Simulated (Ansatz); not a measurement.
**CH₆BSi radical: one species, many methods**

How much do the methods differ for CH₆BSi radical? The plan is to run it at one geometry with functionals of several rungs and with coupled cluster. The yardstick is the atomisation energy at the CCSD(T) limit.

Method: functionals in def2-TZVPP, the program's frozen cores in correlated methods; program: Ansatz 0.2.0, Gaussian basis.

Levels to be run: LDA (SPW92), PBE-D4, revPBE-D4, BLYP-D4, r2SCAN-D4, B97M-V, PBE0-D4, B3LYP-D4, r2SCANh-D4, r2SCAN0-D4, HSE06-D4, BHLYP-D4, CAM-B3LYP-D4, LC-ωPBE, ωB97X-V, ωB97M-V, B2PLYP, PBE-QIDH; CCSD(T)/def2-SVP; CCSD(T)/def2-TZVPP; MP2/def2-QZVPP; extrapolation to the limit; RPA on PBE.

### Step 1. The relaxed structure

An earlier PBE0-D4 in a triple-zeta def2 set relaxation fixed the geometry.

SMILES `C[B][SiH3]`, 9 atoms, charge 0, spin multiplicity 2.

Atoms are counted from 1 here; the program's logs count them from 0.

Bond lengths: C1–B2 1.531 Å, C1–H4 1.096 Å, C1–H5 1.093 Å, C1–H6 1.104 Å, B2–Si3 1.979 Å, Si3–H7 1.490 Å, Si3–H8 1.497 Å, Si3–H9 1.490 Å. Angles: B2–C1–H4 114.7°, B2–C1–H5 115.4°, B2–C1–H6 103.7°, H4–C1–H5 109.7°, H4–C1–H6 105.9°, H5–C1–H6 106.4°, C1–B2–Si3 143.4°, B2–Si3–H7 107.8°, B2–Si3–H8 118.1°, B2–Si3–H9 107.4°, H7–Si3–H8 107.4°, H7–Si3–H9 108.3°, H8–Si3–H9 107.5°.

### Step 2. LDA

This LDA is Slater exchange with PW92 correlation.

Input file in.yaml:

```yaml
crystal:
  periodic: [false, false, false]
  atoms:
    - {symbol: C, position_ang: [-0.713673, 1.080702, -1.086258]}
    - {symbol: B, position_ang: [0.356554, 0.485352, -0.168072]}
    - {symbol: Si, position_ang: [0.763473, -1.054123, 1.006519]}
    - {symbol: H, position_ang: [-1.311173, 0.342170, -1.632898]}
    - {symbol: H, position_ang: [-0.363775, 1.854206, -1.774607]}
    - {symbol: H, position_ang: [-1.410262, 1.576895, -0.388329]}
    - {symbol: H, position_ang: [2.079163, -1.612282, 0.585072]}
    - {symbol: H, position_ang: [-0.212524, -2.188093, 1.046121]}
    - {symbol: H, position_ang: [0.900717, -0.531129, 2.395454]}
basis:
  gaussian: {orbitals: def2-TZVPP}
magnetization: {spin_polarized: true, initial_magnetization: 1}
hamiltonian: {xc: lda}
output: {orbitals: {seedname: orbitals}}
```

The runs that follow: PBE-D4 (GGA); revPBE-D4 (GGA); BLYP-D4 (GGA); r2SCAN-D4 (meta-GGA); B97M-V (meta-GGA); PBE0-D4 (hybrid); B3LYP-D4 (hybrid); r2SCANh-D4 (hybrid); r2SCAN0-D4 (hybrid); HSE06-D4 (hybrid); BHLYP-D4 (hybrid); CAM-B3LYP-D4 (range-separated); LC-ωPBE-D4 (range-separated); ωB97X-V (range-separated); ωB97M-V (range-separated); B2PLYP (double hybrid); PBE-QIDH (double hybrid); CCSD(T) in def2-SVP; CCSD(T) in def2-TZVPP; MP2 in def2-QZVPP; RPA on PBE orbitals.

Before running them: what should the planned runs give, taken together? Wanted: atomisation energy, CCSD(T)/CBS; farthest beyond LDA; mean size of error, GGA; mean size of error, meta-GGA; mean size of error, hybrid; mean size of error, range-separated; mean size of error, double hybrid; gap, smallest and largest; T1 diagnostic.

The runs gave:

| quantity | value |
| --- | --- |
| atomisation energy, CCSD(T)/CBS | 2882.0 kJ/mol |
| functionals within 14.4 kJ/mol (0.5 %) | revPBE-D4, BLYP-D4, BHLYP-D4, LC-ωPBE, B2PLYP, PBE-QIDH |
| farthest beyond LDA | B97M-V (+45.1 kJ/mol) |
| mean size of error, GGA | 16.1 kJ/mol |
| mean size of error, meta-GGA | 44.8 kJ/mol |
| mean size of error, hybrid | 24.8 kJ/mol |
| mean size of error, range-separated | 22.4 kJ/mol |
| mean size of error, double hybrid | 7.8 kJ/mol |
| gap, smallest and largest | 0.77 eV (LDA (SPW92)), 8.21 eV (LC-ωPBE) |
| T1 diagnostic | 0.0140 |
| triples share of the correlation energy | 3.4 % |

What this shows: LDA overbinds by 351.2 kJ/mol (12 %). PBE-D4 misses by +38.5 kJ/mol. Double hybrids carry the basis error of their MP2 part in triple zeta, and no dispersion term here, so their miss is partly the set-up's. By mean error the best rung here is double hybrid (7.8 kJ/mol) and the worst beyond LDA is meta-GGA (44.8 kJ/mol). The reference freezes the cores and leaves out relativity and excitations past (T), so misses under about 14.4 kJ/mol can't be ranked. Hartree-Fock recovers 78 % of the binding; the rest is correlation. CCSD(T) in def2-SVP is off by -133.2 kJ/mol, so the small basis spoils what the method gains. Orbital gaps span 0.8 to 8.2 eV; exact exchange widens them.
